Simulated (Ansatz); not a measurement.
**CHBN (doublet): wave-function methods side by side, def2-TZVPP**

An exercise on one series of results from a longer session: the logs are not shown, and one member is left open.

Computed with Ansatz 0.2.0, Gaussian basis. Level: def2-TZVPP, core rule «outside noble gas», up to 3 orbitals frozen.

Plan: UHF; ROHF; CCSD(T) on UHF.

2 further runs of the same task are left out: 2 set aside as unsound or not needed.

## What is computed

The geometry is a PBE0/def2-TZVP stationary point (not a proven minimum).

4 atoms, charge 0, spin multiplicity 2.

Atoms are counted from 1 here; the program's logs count them from 0.

Bond lengths: B1–C2 1.436 Å, B1–H4 1.169 Å, C2–N3 1.171 Å. Angles: C2–B1–H4 180.0°, B1–C2–N3 180.0°.

Set-up of the first run:

File in.yaml:

```yaml
crystal:
  periodic: [false, false, false]
  atoms:
    - {symbol: B, position_ang: [0.000000, 0.000000, 0.718600]}
    - {symbol: C, position_ang: [0.000000, 0.000000, -0.717200]}
    - {symbol: N, position_ang: [0.000000, 0.000000, -1.888600]}
    - {symbol: H, position_ang: [0.000000, 0.000000, 1.887200]}
basis:
  gaussian: {orbitals: def2-TZVPP}
magnetization: {spin_polarized: true, initial_magnetization: 1}
hamiltonian: {xc: hf}
output: {orbitals: {seedname: orbitals}}
```

Started as:

```bash
> ansatz run in.yaml --threads 1 --pin off --events-out ev --progress --plain --max-ram 4096MiB --backend cpu
```

Among the steps run: UHF; ROHF; CCSD(T) on UHF.

One table of the session follows, with a row left open; its other results are not shown here.

| method | from UCCSD(T) (meV) |
| --- | --- |
| ROHF | +12199.5 |
| UHF | ? |
| UMP2 | +1476.8 |
| UCCSD | +586.3 |
| UCCSD(T) | 0 |

Estimate the missing values for UHF.

The run gave: from UCCSD(T) (meV): +11871.7. In the column «from UCCSD(T) (meV)» it lies between UMP2 (+1476.8) and ROHF (+12199.5).

With the free atoms at the same levels and basis (separate runs), the atomisation energy is 15.812 eV at UCCSD(T), 11.226 eV at ROHF.
